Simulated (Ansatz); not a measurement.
Trigonal Se was calculated with G0W0@PBEsol+SOC in Ansatz (hard PAW, contour deformation, complete-basis limit, spin–orbit shift from PBEsol).

Numerical settings: largest k mesh 6×6×4 (not extrapolated in the mesh).

Cell (measured lattice):

Space group P3₂21 (No. 154); a = 4.355 Å, b = 4.355 Å, c = 4.949 Å, α = 90.00°, β = 90.00°, γ = 120.00°

```
atom  site  symmetry       x       y       z
----  ----  --------  ------  ------  ------
Se      3b       .2.  0.7830  0.7830  0.5000
```

Predict the band gap.


- band gap: 1.64 eV

Note: the correction to the complete basis was taken at k points off the band edges; spin–orbit coupling enters as the shift of the gap found with a semilocal functional; cell and atoms aren't relaxed at this level.

The computed numbers hold no vibrational or temperature effects.

Ansatz is a program for electronic structure.
